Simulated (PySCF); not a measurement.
Species: sulfur trioxide, SO3.
Geometry (PBE0-D3(BJ)/def2-TZVP, Å), atoms numbered from 1 in this order:
```
atom  x, y, z in Å
O1    -0.9691    1.0208   -0.0565
S2     0.0094   -0.0064   -0.0082
O3     1.3884    0.3280    0.0290
O4    -0.3908   -1.3681    0.0025
```

Level of theory: TDDFT CAM-B3LYP/aug-cc-pVTZ, vertical, gas phase, core orbitals frozen in the response (PySCF). Isolated species at its PBE0-D3(BJ)/def2-TZVP geometry, gas phase.

Ground-to-excited transition dipoles (e·a0, same axes as the geometry; the sign carries no meaning), for the states with f of 0.002 or more among the lowest 10:

```json
{"state": "S9", "E (hartree)": "0.3149", "μx": "0.586", "μy": "0.704", "μz": "0.006"}
{"state": "S10", "E (hartree)": "0.3150", "μx": "0.704", "μy": "-0.586", "μz": "0.032"}
```

Q: Work out the oscillator strengths.

A: f = (2/3) ΔE |μ|² with ΔE in hartree (27.2114 eV).

```tsv
state	|μ|² (au)	|μ| (D)	f
S9	0.839	2.33	0.176
S10	0.839	2.33	0.176
```

Q: What is the point group, and which symmetry does each of these states have?

A: D3h. The ground state is totally symmetric, so the direction of μ fixes the label. Polarised across the main axis, so E′: S9 and S10.

Q: All atoms lie in one plane. Which transitions are polarised in it and which across it?

A: In the plane: S9 and S10. No state is polarised perpendicular to it. States polarised in the plane are symmetric under reflection in it, those polarised across it antisymmetric.

Q: How is the summed strength of these states shared among x, y and z?

A: (2/3) Σ ΔE μα² gives 0.176 for x, 0.176 for y and 0.000 for z, 0.353 in all.

Q: What peak molar absorption coefficient would the strongest computed level give as a lone Gaussian band 0.4 eV wide at half height?

A: ε(max) = 2.175×10⁸ f / FWHM, with the width in cm⁻¹. S9/S10 (f summed): 2.175×10⁸ × 0.3525 / 3226 ≈ 24000 L mol⁻¹ cm⁻¹.

S9/S10 coincide within about 0.01 eV; within a degenerate level the directions of the single components are arbitrary.
